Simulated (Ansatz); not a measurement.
Species: methanol, CH$_{4}$O, net charge 0, singlet state. 
Geometry from a B3LYP-D3(BJ)/def2-TZVP (Ansatz, a quantum-chemistry and plane-wave program) optimisation:
```
C
H 1 1.0891
H 1 1.0957 2 108.34
H 1 1.0957 2 108.34 3 -117.92
O 1 1.4207 2 106.80 3 121.04
H 5 0.9621 1 108.72 2 -180.00
```

Basis-set convergence of Hartree-Fock and CCSD correlation energies (hartree) with Ansatz. Cores are frozen in the correlated levels unless marked. Spin-orbit coupling is left out. No relativistic terms.

```
basis        functions       E(HF)  E(corr, CCSD)
-----------  ---------  ----------  -------------
aug-cc-pVDZ         82  -115.06150       -0.38349
aug-cc-pVTZ        184         [?]            [?]
```

Question: Complete the blanks.

Answer: 
- aug-cc-pVTZ, E(HF): -115.09197
- aug-cc-pVTZ, E(corr, CCSD): -0.45451
